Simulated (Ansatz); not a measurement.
**CH6Si (singlet): wave-function methods side by side, cc-pV(T+d)Z**

One table from this session's results is given with a row withheld; the runs are named, their logs left out.

Computed with Ansatz 0.2.0, Gaussian basis. Level: cc-pV(T+d)Z, core rule «outside noble gas», up to 6 orbitals frozen.

Plan: UHF; CCSD(T) on RHF; CCSDT(Q) on RHF.

2 further runs of the same task are left out: 2 set aside as unsound or not needed.

## What is computed

The geometry is an MP2(full)/6-31G* stationary point (not a proven minimum).

8 atoms, charge 0, spin multiplicity 1.

Atoms are counted from 1 here; the program's logs count them from 0.

Bond lengths: C1–Si2 1.880 Å, C1–H3 1.092 Å, C1–H4 1.092 Å, C1–H5 1.092 Å, Si2–H6 1.486 Å, Si2–H7 1.486 Å, Si2–H8 1.486 Å. Angles: Si2–C1–H3 111.0°, Si2–C1–H4 111.0°, Si2–C1–H5 111.0°, H3–C1–H4 107.9°, H3–C1–H5 107.9°, H4–C1–H5 107.9°, C1–Si2–H6 110.6°, C1–Si2–H7 110.6°, C1–Si2–H8 110.6°, H6–Si2–H7 108.3°, H6–Si2–H8 108.3°, H7–Si2–H8 108.3°.

The first run:

File in.yaml:

```yaml
crystal:
  periodic: [false, false, false]
  atoms:
    - {symbol: C, position_ang: [0.000000, 0.000000, -1.276165]}
    - {symbol: Si, position_ang: [0.000000, 0.000000, 0.604004]}
    - {symbol: H, position_ang: [0.000000, -1.019762, -1.668062]}
    - {symbol: H, position_ang: [-0.883140, 0.509881, -1.668062]}
    - {symbol: H, position_ang: [0.883140, 0.509881, -1.668062]}
    - {symbol: H, position_ang: [0.000000, 1.391234, 1.126983]}
    - {symbol: H, position_ang: [-1.204844, -0.695617, 1.126983]}
    - {symbol: H, position_ang: [1.204844, -0.695617, 1.126983]}
basis:
  gaussian: {orbitals: "cc-pV(T+d)Z.json"}
magnetization: {spin_polarized: true, initial_magnetization: 0}
hamiltonian: {xc: hf}
output: {orbitals: {seedname: orbitals}}
```

Started as:

```
$ ansatz run in.yaml --threads 1 --pin off --events-out ev --progress --plain --max-ram 3956MiB --backend cpu
```

Among the steps run: UHF; CCSD(T) on RHF; CCSDT(Q) on RHF.

One of the session's tables, all rows but one given; the rest of the session is left out.

```
   method  from RCCSDT(Q) (meV)
      RHF                     ?
     RMP2               +1409.6
    RCCSD                +344.3
 RCCSD(T)                 +35.7
   RCCSDT                 +10.7
RCCSDT(Q)                     0
```

Q: Estimate the row for RHF from the others.

**Answer.** from RCCSDT(Q) (meV): +10066.1. In the column «from RCCSDT(Q) (meV)» it is the highest.
